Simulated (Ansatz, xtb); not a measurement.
## Redistribution: C2H3F3O + C2H3FO → C2H4F2O + C2H2F2O

Gas-phase species: C2H3F3O `FCOC(F)F`, singlet; C2H3FO `FC1CO1`, singlet; C2H4F2O `COC(F)F`, singlet; C2H2F2O `FC1OC1F`, singlet. The partners trade F for H; both sit on C, so the bond types are kept.

Shapes, held fixed at every level: PBE0-D4/def2-TZVP. Flexible molecules stand in one conformer, not always the lowest. Programs: Ansatz 0.2.0, xtb 6.7.1. Electronic energies: no zero-point or thermal term.

| level | kind | ΔE (kJ/mol) | less CCSD(T)/CBS estimate |
| --- | --- | --- | --- |
| GFN0-xTB | semi-empirical | +22.1 | +11.1 |
| HF/def2-TZVPP | Hartree–Fock | +14.7 | +3.7 |
| PBE-D4/def2-TZVPP | GGA | +5.1 | -5.9 |
| r2SCAN-D4/def2-TZVPP | meta-GGA | +6.6 | -4.4 |
| wB97M-V/def2-TZVPP | range-separated hybrid | +8.6 | -2.4 |
| wB97X-V/def2-TZVPP | range-separated hybrid | +8.9 | -2.1 |
| CCSD/def2-TZVPP | coupled cluster or CI | +11.6 | +0.6 |
| CCSD(T)/CBS estimate | coupled cluster or CI | +11.0 | 0.0 |

The highest level, CCSD(T)/CBS estimate, gives ΔE = +11.0 kJ/mol; the levels span +5.1 to +22.1. The column of differences is taken from that level and isn't an error. No measured value is set beside it here. The CBS estimate extrapolates MP2 from def2-TZVPP and def2-QZVPP and adds CCSD(T) − MP2 in the triple-zeta set, cores frozen.
